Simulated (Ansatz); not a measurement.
**How methods differ on CH2AlN (AlH2(CN))**

CH2AlN: 5 atoms, total charge 0, spin state singlet. SMILES: `[H][Al]([H])[C]#N`. Geometry: a GFN2-xTB relaxation, a rough one for these elements and not checked as a minimum.

Each level gives the vertical electron affinity (to the doublet anion) (eV). The values are calculated.

The electron affinity is E(neutral) − E(anion): positive where the electron is bound.

```csv
level,kind,program,value (eV),less FCI/STO-3G
SVWN5/STO-3G,LDA,Ansatz,-5.00,+1.66
PBE/STO-3G,GGA,Ansatz,-5.00,+1.66
revPBE/STO-3G,GGA,Ansatz,-5.03,+1.63
r2SCAN0/STO-3G,hybrid meta-GGA,Ansatz,-5.14,+1.52
wB97X/STO-3G,range-separated hybrid,Ansatz,-5.38,+1.28
B2PLYP/STO-3G,double hybrid,Ansatz,-5.81,+0.85
RPA@PBE/STO-3G,RPA,Ansatz,-6.70,-0.04
CCSDT/STO-3G,coupled cluster or CI,Ansatz,-6.65,+0.01
FCI/STO-3G,exact in the basis,Ansatz,-6.66,0.00
```

FCI/STO-3G is exact within its basis and frozen core, so for wave-function methods in that basis the difference is their error; functionals converge differently with the basis, so for them it is only a difference. The values span -6.70 to -5.00 eV. Spin contamination of the reference (⟨S²⟩ at least 0.1 too high) touches CCSDT/STO-3G. All rows use very small basis sets, so even the best lies far from the true value. Negative values mean that the anion is unbound at that level; they are set by how diffuse the basis is and aren't properties of the molecule.
